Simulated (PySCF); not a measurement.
## Working out the ionisation energy of Al

Al [Ne] 3s2 3p1 (2P) → Al+ [Ne] 3s2 (1S). All numbers are calculated (PySCF 2.14, the non-relativistic Hamiltonian (point nucleus), in cc-pV(D+d)Z). Frozen: [Ne]. Energies in hartree (1 hartree = 27.21139 eV):

| part | Al (lower) | Al+ (upper) |
| --- | --- | --- |
| UHF | -241.873614 | -241.668327 |
| CCSD correlation | -0.047581 | -0.038666 |
| (T) | -0.000713 | 0.000000 |

Q: What does Hartree-Fock give?

A: (-241.668327) − (-241.873614) = 0.205287 hartree = 5.586 eV.

Q: What do CCSD and CCSD(T) give?

A: The CCSD correlation energies differ by 0.008915 hartree = 0.243 eV and the triples by 0.000713 hartree = 0.019 eV, so CCSD gives 5.829 eV and CCSD(T) 5.848 eV.

Measured between the centres of the two terms (NIST): 5.977 eV, so CCSD(T) (valence) is off by -0.129 eV.

What remains against the reference includes basis incompleteness, the frozen core and higher excitations.
